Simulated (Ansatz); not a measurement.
Results of PBEsol (PAW; Ansatz, a quantum-chemistry and plane-wave program) for 1T (CdI2-type) HfS₂.

Rigid layers of the crystal as relaxed at this level are moved apart or together:

```json
[
 {"run": "1", "k mesh": "12×12×6", "layer repeat (Å)": "5.54", "energy against free layers (meV/Å²)": "-0.20", "gap on the mesh (eV)": "0.497"},
 {"run": "2", "k mesh": "12×12×6", "layer repeat (Å)": "5.69", "energy against free layers (meV/Å²)": "-2.20", "gap on the mesh (eV)": "0.679"},
 {"run": "3", "k mesh": "12×12×6", "layer repeat (Å)": "5.84", "energy against free layers (meV/Å²)": "-2.99", "gap on the mesh (eV)": "0.838"},
 {"run": "4", "k mesh": "12×12×6", "layer repeat (Å)": "6.04", "energy against free layers (meV/Å²)": "-3.04", "gap on the mesh (eV)": "0.940"},
 {"run": "5", "k mesh": "12×12×6", "layer repeat (Å)": "6.34", "energy against free layers (meV/Å²)": "-2.31", "gap on the mesh (eV)": "0.971"},
 {"run": "6", "k mesh": "12×12×6", "layer repeat (Å)": "6.84", "energy against free layers (meV/Å²)": "-1.09", "gap on the mesh (eV)": "1.015"},
 {"run": "7", "k mesh": "12×12×6", "layer repeat (Å)": "7.84", "energy against free layers (meV/Å²)": "-0.25", "gap on the mesh (eV)": "1.061"},
 {"run": "8", "k mesh": "12×12×4", "layer repeat (Å)": "9.84", "energy against free layers (meV/Å²)": "-0.01", "gap on the mesh (eV)": "1.079"}
]
```

The lowest energy of these points lies at a layer repeat of 6.04 Å.

Spin–orbit coupling is not included.

Note: the cell comes from a level without a dispersion term, which matters for the spacing of layers, chains or molecules.
